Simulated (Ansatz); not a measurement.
## [H···H···S], triplet: transfer scan

Starting geometry:

```yaml
atoms:
  - { symbol: H, position_ang: [0.0000, 0.0000, -1.1643] }
  - { symbol: H, position_ang: [0.0000, 0.0000, -0.4193] }
  - { symbol: S, position_ang: [0.0000, 0.0000, 1.5837] }
```

From there H2 is moved from one fragment to the other while all else, the fragments' distance too, stays fixed; atoms are numbered as listed. Energies are in kJ/mol, counted from the starting geometry at the same level. Kohn–Sham curves are unrestricted where that lies lower.

Basis 6-31G; Ansatz 0.2.0. Correlated methods freeze the noble-gas cores.

In so small a basis the reference is far from its limit while semilocal and hybrid functionals are nearer theirs (RPA and double hybrids share much of the reference's basis error), so the functionals' errors here hold much of the reference's basis and frozen-core error, which can add to them or hide them.

Full CI is exact within this basis and frozen core; it isn't the basis-set limit.

```
distance H1-H2 (Å)  full CI   PBE  r2SCAN   PBE0  B3LYP  r2SCANh  wB97M-V  B2PLYP  RPA-PBE
             0.693      1.6   6.8     4.6    4.6    4.2      4.0      3.0     2.3      1.0
             0.745      0.0   0.0     0.0    0.0    0.0      0.0      0.0     0.0      0.0
             0.834     17.0   6.7     9.9   10.8   11.5     11.1     13.9    15.2     17.8
             0.923     46.6  25.1    30.5   33.3   34.6     32.9     40.0    42.5     48.2
             1.012     78.1  45.8    51.9   57.6   59.5     55.4     68.1    71.1     80.2
             1.101    103.2  63.1    68.2   76.7   79.8     72.4     90.4    93.5    106.1
             1.190    117.4  75.1    77.9   88.2   93.1     82.1    103.5   106.1    121.8
             1.279    123.0  83.8    84.3   94.5  101.6     88.0    109.9   111.9    129.5
             1.368    128.4  95.2    93.9  102.3  111.6     96.7    116.8   118.4    136.7
```
